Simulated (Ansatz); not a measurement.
Geometry optimisation, Ansatz 0.2.0, RKS PBE0-D4/def2-SVP.

Input:

```yaml
crystal:
  periodic: [false, false, false]
  atoms:
    - { symbol: Al, position_ang: [-1.57223, 1.31166, -1.05716] }
    - { symbol: S, position_ang: [-0.05546, -0.09362, -0.05782] }
    - { symbol: Al, position_ang: [1.3264, -1.63895, 0.9294] }
    - { symbol: H, position_ang: [-2.80193, 0.72836, -1.73679] }
    - { symbol: H, position_ang: [-1.05546, 2.73149, -0.86282] }
    - { symbol: H, position_ang: [0.70508, 0.94497, 0.37402] }
    - { symbol: H, position_ang: [2.45488, -0.86295, 1.59468] }
    - { symbol: H, position_ang: [0.99872, -3.12096, 0.8165] }
total_charge: 1
basis:
  gaussian: { orbitals: def2-SVP }
hamiltonian:
  xc: pbe0
  dispersion: d4
relax:
  f_tol: 0.015
  max_steps: 40
```

Run as:

```bash
$ ansatz run input.yaml --threads 1 --pin off --max-ram 2048MiB --backend cpu --events-out ev --progress --plain --runs-dir out
```

Q: Where does it end, and by what steps?

A: The run converged. Limits of this set-up: the dipole of an ion depends on the origin. After 8 steps the energy has fallen by 0.378 eV; H8 moved furthest, 1.07 Å.

```
step  energy less start (eV)  largest force component (eV/Å)  accepted
   0                  0.0000                           0.583       yes
   1                 -0.1796                           0.190       yes
   2                 -0.2548                           0.200       yes
   3                 -0.3048                           0.085       yes
   4                 -0.3412                           0.055       yes
   5                 -0.3515                           0.161       yes
   6                 -0.3735                           0.039       yes
   7                 -0.3759                           0.094       yes
   8                 -0.3781                           0.014       yes
```

```xyz
8
Properties=species:S:1:pos:R:3
Al -1.494 1.112 -0.927
S 0.651 0.403 -0.349
Al 1.106 -1.537 0.861
H -2.313 -0.146 -1.367
H -1.594 2.663 -0.758
H 1.235 1.426 0.318
H 2.252 -1.256 1.888
H 0.158 -2.664 0.335
```

Whether the end is a true minimum wasn't checked by a vibrational analysis.

The run took 20 s on 1 thread of Intel(R) Xeon(R) Platinum 8375C CPU @ 2.90GHz (Ice Lake), on a shared host, peak memory 0.17 GiB.
